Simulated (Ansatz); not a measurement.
`CSS` and `C[S][Na]` differ in one atom or group.

Ansatz, PBE0-D4/def2-TZVP geometries, multiplicity 1. Each molecule was computed in one conformer, which needn't be the lowest.

| property | `CSS` |
| --- | --- |
| HOMO energy (ωB97M-V/def2-TZVPP) / eV | -9.11 |
| LUMO energy (PBE0/def2-TZVPP) / eV | -0.49 |
| HOMO energy (PBE/def2-TZVPP) / eV | -5.70 |
| HOMO–LUMO gap (B3LYP/def2-TZVPP) / eV | 5.96 |
| HOMO energy (PBE0/def2-TZVPP) / eV | -6.93 |
| LUMO energy (B3LYP/def2-TZVPP) / eV | -0.74 |

**Question.** What does the change do to each property? (An estimate is asked.)

**Answer.** Computed: 
```json
{"property": "HOMO energy (ωB97M-V/def2-TZVPP) / eV", "`C[S][Na]`": "-6.88", "shift": "2.23"}
{"property": "LUMO energy (PBE0/def2-TZVPP) / eV", "`C[S][Na]`": "-1.64", "shift": "-1.15"}
{"property": "HOMO energy (PBE/def2-TZVPP) / eV", "`C[S][Na]`": "-3.73", "shift": "1.97"}
{"property": "HOMO–LUMO gap (B3LYP/def2-TZVPP) / eV", "`C[S][Na]`": "2.65", "shift": "-3.31"}
{"property": "HOMO energy (PBE0/def2-TZVPP) / eV", "`C[S][Na]`": "-4.74", "shift": "2.19"}
{"property": "LUMO energy (B3LYP/def2-TZVPP) / eV", "`C[S][Na]`": "-1.93", "shift": "-1.19"}
```

With PBE0 the HOMO rises by 2.19 eV and the LUMO falls by 1.15 eV, so the gap narrows by about 3.34 eV. PBE moves the HOMO by 1.97 eV and ωB97M-V by 2.23 eV. The zero-point energy changes by -26.6 kJ/mol with -3 modes.

B3LYP here is the variant with VWN-RPA as its local correlation; programs differ in this.
